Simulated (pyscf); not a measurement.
Thermochemistry of product channels of H₃C–In(CH₃)–OH on the singlet surface, in eV, from ωB97M-D3(BJ)/def2-TZVP energies (ideal gas, 1 atm, RRHO with modes under 100 cm⁻¹ raised to 100, one conformer, R ln 2 for chiral ones without a mode under 150 cm⁻¹). PySCF, gas phase, ωB97X-D3(BJ)/def2-SVP geometries.

```csv
products,ΔE,ΔH(298 K),ΔG(298 K),ΔG(900 K)
CH₄ + H₃C–In=O,…,+1.68,+1.36,…
H₃C–CH₃ + HO–In [singlet],-0.66,-0.62,-0.98,-1.62
```

Complete the blanks.


- CH₄ + H₃C–In=O, ΔE: +1.71
- CH₄ + H₃C–In=O, ΔG(900 K): +0.80

These are energies of the channels, which say nothing of barriers. Elements past Kr carry the def2 core potentials, without spin-orbit coupling.
